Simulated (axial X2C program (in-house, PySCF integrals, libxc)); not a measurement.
LiS⁺: cheaper levels and CCSD(T), with spin–orbit coupling

Calculated with an in-house all-electron X2C program for linear molecules (integrals from PySCF). Two-component (2c) means X2C with spin–orbit coupling and atomic mean-field two-electron Coulomb and Gaunt terms. Basis: S dyall-av3z [9s8p3d2f], Li dyall-cv3z [7s8p2d] (cores contracted in-house); Gaussian nuclei, density fitting, unrestricted open shells. Masses: S 31.972 u, Li 7.016 u.

State: Ω = 1 (⟨Sz⟩ = 1.00, ⟨Lz⟩ = 0.00 at HF); fragments S + Li+.

```
 level  Re (Å)  ωe (cm⁻¹)  De (eV)
  PBE0   2.457      347.3    0.856
    HF   2.485      339.9    0.789
   MP2   2.500      328.2    0.734
  CCSD   2.498      329.4    0.753
PBEsol   2.468      339.1    0.866
```

Correlated methods: 6 electrons correlated (number of frozen shells: S 2 s, 1 p; Li 1 s), 172 virtual spin orbitals or spinors in MP2, 66 natural virtuals in coupled cluster.

CCSD(T), same Hamiltonian and basis:

Re = 2.502 Å, ωe = 327.6 cm⁻¹, De = 0.74 eV; T1 = 0.010 (Lee–Taylor normalisation).

Problem. Give the differences from CCSD(T) in the columns below.

Solution. 

```tsv
level	ΔRe (Å)	Δωe (cm⁻¹)	ΔDe (eV)
PBE0	-0.045	20	0.12
HF	-0.017	12	0.05
MP2	-0.002	1	-0.01
CCSD	-0.004	2	0.01
PBEsol	-0.034	12	0.13
```

Occupations by symmetry block were frozen at the best pattern of an incomplete PBE0 search. De is counted from the lowest determinant-based energies of the atoms at the same level, without counterpoise correction. Density functionals use the spin component along the axis (collinear). Coupled cluster ran in a truncated set of natural virtual spinors; the MP2 energy of the rest was added. (T) has no such correction and the atoms are truncated less, which lowers De at CCSD(T) by a hundredth of an eV or more. The 2c atoms are single determinants rather than J levels; their spin–orbit lowering is only partly caught, and De is too large by that part. This holds for PBE0, PBEsol. Without a current term, density functionals place determinants with orbital angular momentum somewhat too high. With several unpaired electrons one determinant need not be a pure state. Open-shell Ω = 0 determinants with evenly filled partner blocks cannot be reached by this program, so the Ω shown need not be the lowest component. This is the Ω = 1 component of a π² triplet; the 0⁺ component is not one determinant and can lie lowest.
